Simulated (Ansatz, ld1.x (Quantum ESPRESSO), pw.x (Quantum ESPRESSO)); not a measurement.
Equation-of-state test of one RRKJ potential (B)

```json
{
  "Element": "B (Z = 5)",
  "Generator": "ld1.x (Quantum ESPRESSO) 7.5",
  "Type": "norm-conserving RRKJ (Kleinman–Bylander form)",
  "Functional": "PBEsol",
  "Relativity": "scalar-relativistic",
  "Frozen core": "[He]",
  "Valence charge": "3",
  "Reference configuration": "2s2 2p1",
  "Partial waves": "2s (bound): rc 1.55 bohr; 2p (bound): rc 3.50 bohr; 3d channel at -0.15 Ry: rc 3.15 bohr",
  "Local potential": "all-electron potential smoothed inside 1.80 bohr (lloc = -1)",
  "Core correction": "none"
}
```

Atomic tests: cutoffs needed: 30 Ry and 40 Ry (the cutoffs (Ry, on a coarse ladder) from which the occupation-weighted sum of valence levels, in a spherical-Bessel basis at the reference potential, stays within 10 and 1 mRy of its value at 400 Ry); ghost test: no extra level below or beside the all-electron valence levels (s, p, d, f tested) (spherical-Bessel basis up to 400 Ry, 20 bohr box); configuration tests: 1 of 7 tests not solved or not reliable.

Crystal test: bcc B in pw.x 7.5, no spin, 18³ k-points, Fermi–Dirac smearing 0.01 Ry, cutoffs 50/200 Ry. The reference is all-electron LAPW (Ansatz 0.2.0) with the same functional, mesh and smearing; V0 and B0 come from Birch–Murnaghan fits to the pressures at five volumes. Errors are pseudo minus all-electron; Δ is the rms difference of the E(V) curves that follow from these fits, minima aligned, over ±6 % about the mean V0. Mesh and smearing are coarse, so the numbers serve the comparison and aren't converged zero-temperature values; the lattice is a test structure that the element need not adopt.

All-electron: a0 = 2.298 Å (V0 = 6.07 Å³/atom), B0 = 237.8 GPa.

**Question.** How far does the potential miss the all-electron equation of state?

**Answer.** converged, but broken (pressure over 100 GPa off). The pressure does not cross zero within the volumes sampled, so no fit is given. The largest radius (3.50 bohr) exceeds half the bond length (1.88 bohr), so the spheres overlap, which is one possible source of error among others. The pseudo pressure rises with volume over the whole range, a mechanical instability. Atomic configuration tests: 1 of 7 tests not solved or not reliable. A pressure error of this size marks a broken potential; the numbers have no physical meaning.

| V (Å³/atom) | P all-electron (GPa) | P pseudo (GPa) |
| --- | --- | --- |
| 5.793 | 12.35 | -128.27 |
| 5.946 | 5.20 | -121.54 |
| 6.098 | -1.07 | -115.32 |
| 6.250 | -6.52 | -109.59 |
| 6.403 | -11.24 | -104.31 |

**Question.** At the middle volume, how do free energy and pressure move when the wave cutoff is lowered (ecutrho kept at four times it)?

**Answer.**

```tsv
cutoff (Ry)	shift of F (meV/atom)	shift of P (GPa)
22	+158.2	-11.83
30	+32.9	-4.00
40	+2.4	-0.56
```

The run at the middle volume (195 k-points, 5 iterations) took about 3.8 s on one core of a shared host (Intel(R) Xeon(R) Platinum 8488C, 192 threads, 744 GiB, load 25).
